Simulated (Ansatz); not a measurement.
A made-up structure of LiBH2S, closed shell:

```
5
angstrom
Li 1.0357 -0.4028 1.2764
S -0.4857 -1.4508 0.1650
B -0.2685 0.1889 -0.3702
H 1.6208 -0.7206 2.7202
H 0.5785 0.9244 0.1788
```

It is relaxed with PBE-D4/def2-SVP and then PBE0-D4/def2-TZVP (Ansatz 0.2.0). Atoms count as bonded within 1.22 times the sum of their covalent radii (H–H: 0.88 Å). The end point is not checked to be a true minimum.

Question: Does its bonding change? (A judgement: the text doesn't fix the answer.)

Answer: The calculation gives: Yes. Formed: B3–H4; broken: Li1–H5.

Where it ends: The first stage lowers the energy by 3.77 eV in 27 steps. It ends as LiBH₂S ([H]1[Li]2[S][BH]12):
```csv
atom,x (Å),y (Å),z (Å)
Li1,0.7132,-1.5922,1.8562
S2,-0.4781,-1.2538,0.0916
B3,0.4849,0.1257,0.5294
H4,1.2293,0.0830,1.5311
H5,0.5314,1.1764,-0.0380
```

Labels in which every atom is bracketed show which atoms are joined, not bond orders.

For scale, one of the runs: PBE0-D4/def2-TZVP relaxation, 94 basis functions, launched by `ansatz run in.yaml --threads 2 --pin off --events-out ev --progress --plain --max-ram 4352MiB`. The run took about 6 s on 2 CPU threads of an Arm Neoverse V2 (shared host).
